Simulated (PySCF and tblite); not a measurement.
Results of a calculation; reference values are marked as such.
System: CH₂O₂, numbered as in [O:1]=[CH:2][OH:3].

Geometries: PBE0-D3(BJ)/def2-TZVP; energies: PBE0/pcSseg-1 + D3(BJ); zero-point and thermal terms from GFN2-xTB harmonic modes (soft modes blended into free rotors). Rates follow Eyring's equation with the number of equivalent paths and no tunnelling. (PySCF 2.14 with density fitting, tblite 0.8.)

Tunnelling of the moving H, left out here, will speed the real process. In real samples such hydrogens mostly exchange between molecules or through solvent, far faster than by this path.

(1) Estimate the barrier and the room-temperature rate of the shift of H on O3 from O3 to O1.

Results:

(1) The electronic barrier is 34.2 kcal/mol and ΔG‡(298 K) 31.5 kcal/mol, over a C2v saddle with an imaginary mode of 1761i cm⁻¹ (GFN2-xTB). With 1 equivalent path, k is 5.3×10⁻¹¹ s⁻¹.
